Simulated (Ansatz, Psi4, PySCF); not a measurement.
Process, species as SMILES: O=C=S -> O=C=S as doublet, charge +1 + e-

Wanted: adiabatic ionisation energy (0 K, with zero-point energies), in eV. Set-up: no dispersion term unless named; valence correlation only; LANL2DZ with its own core potentials from Na on; open shells spin-unrestricted; non-relativistic; 6-311+G** with 5d, 6d on Na to Ar in Ansatz (a program for electronic structure); no spin-orbit coupling; six Cartesian d functions in 6-31G* and its kin unless marked 5d. First-principles rows: single points at B3LYP-D3(BJ) geometries (Ansatz), with unscaled harmonic terms from B3LYP/6-31G* at its own minima. A UHF reference is markedly spin-contaminated in at least one set, which strains HF and MP2. The spin state of an ion or metal species was assumed, not searched.

```
level             program  adiabatic ionisation energy (0 K, with zero-point energies) (eV)
----------------  -------  ----------------------------------------------------------------
HF/3-21G           Ansatz                                                              9.97
HF/6-31G*          Ansatz                                                              9.94
HF/6-311+G**       Ansatz                                                              9.97
PBE/STO-3G         Ansatz                                                              8.68
BP86/6-31G* (5d)    PySCF                                                             11.22
B3LYP/LANL2DZ      Ansatz                                                             11.29
B3LYP/cc-pVDZ      Ansatz                                                             11.10
PBE0/6-31G*        Ansatz                                                             11.15
M06-2X/6-311+G**    PySCF                                                             11.26
wB97X-D/6-31G*       Psi4                                                             11.16
MP2/3-21G          Ansatz                                                             10.73
MP2/LANL2DZ        Ansatz                                                             11.01
MP2/6-31G*         Ansatz                                                             10.97
B3LYP/def2-TZVPD   Ansatz                                                             11.18
```

No value to compare with is used here. The 13 habitual levels span 8.68 (PBE/STO-3G) to 11.29 eV (B3LYP/LANL2DZ); B3LYP/def2-TZVPD gives 11.18.

The levels are drawn from those run, B3LYP/6-31G* more often than the rest, none by its result; runs whose electronic state is in doubt are left out.
